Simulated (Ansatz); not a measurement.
Compare A (`CC(=N)CF`) with its isomer B (`C/C=N/CF`).

Gas-phase electronic energies from Ansatz, PBE0-D4/def2-TZVP geometries. CCSD(T)/CBS adds triple-zeta CCSD(T) − MP2 to the extrapolated MP2 energy (def2 sets, frozen cores). DFT in def2-TZVPP. B3LYP here is the variant with VWN-RPA as its local correlation; programs differ in this. Each species was taken in one conformer, which may not be the lowest.

(1) Which is lower in electronic energy at CCSD(T)/CBS, and by how much? (Estimate.)

(2) Give E(B) − E(A) in kcal/mol with r2SCAN-D4, CCSD/def2-TZVPP, B2PLYP, CCSD(T)/def2-SVP, PBE-D4, MP2/def2-TZVPP, B3LYP-D4. (An estimate is asked.)

(3) Does the order hold for the free energy at 298.15 K (harmonic terms from PBE0-D4)? (Best estimate.)

Largest T1 diagnostic: 0.012.

Results:

(1) Ansatz gave: A, by 5.9 kcal/mol.

(2) Ansatz gave: r2SCAN-D4 5.7, CCSD/def2-TZVPP 5.6, B2PLYP 4.9, CCSD(T)/def2-SVP 5.3, PBE-D4 5.0, MP2/def2-TZVPP 5.6, B3LYP-D4 4.9. None reverses the order clearly.

(3) The calculation gave: Yes: G(B) − G(A) = +5.5 kcal/mol, for one conformer each.

From BLYP to BHLYP (50 % exact exchange), in def2-TZVPP and without D4, E(B) − E(A) moves by +0.9 kcal/mol. In def2-TZVPP, CCSD(T) changes the Hartree–Fock value by +1.4 kcal/mol (the triples alone add +0.0 kcal/mol) and MP2 by +1.4 kcal/mol.
